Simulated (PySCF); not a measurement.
Does the answer move with the share of exact exchange?

Species: C₅H₁₀O.
SMILES: `C1CCOCC1`

PySCF, def2-SVPD basis, density fitting, gas phase, PBE0-D3(BJ)/def2-SVP geometry; singlet excitations by full TDDFT with frozen cores, triplets by Tamm–Dancoff TDDFT and ionisation energies by ΔSCF, from the lowest of the holes tried. One functional is left out:

```tsv
functional	exact exchange (%)	HOMO energy (eV)	LUMO energy (eV)	lowest singlet excitation (eV)	lowest triplet excitation (eV)	dipole moment (D)	mean polarisability (au)	vertical ionisation energy (eV)
LDA	0	-5.83	0.01	5.92	5.78	1.455	66.7	9.15
PBE	0	-5.70	0.08	5.85	5.71	1.400	65.8	8.99
B3LYP	20	-7.00	0.47	6.63	6.49	1.487	63.6	9.33
BHandHLYP	50	-8.71	1.24	7.69	7.51	1.565	61.2	9.44
```

Q: Predict the row of PBE0 (25 % exact exchange) by straight lines through the other rows, and check it.

A: 
```
                       property   line  computed  computed − line  B3LYP (20 %), for comparison
               HOMO energy (eV)  -7.25     -7.22            +0.03                         -7.00
               LUMO energy (eV)   0.63      0.77            +0.14                          0.47
 lowest singlet excitation (eV)   6.79      6.91            +0.12                          6.63
 lowest triplet excitation (eV)   6.64      6.74            +0.10                          6.49
              dipole moment (D)  1.497     1.480           -0.017                         1.487
       mean polarisability (au)   63.6      63.0             -0.6                          63.6
vertical ionisation energy (eV)   9.28      9.30            +0.02                          9.33
```
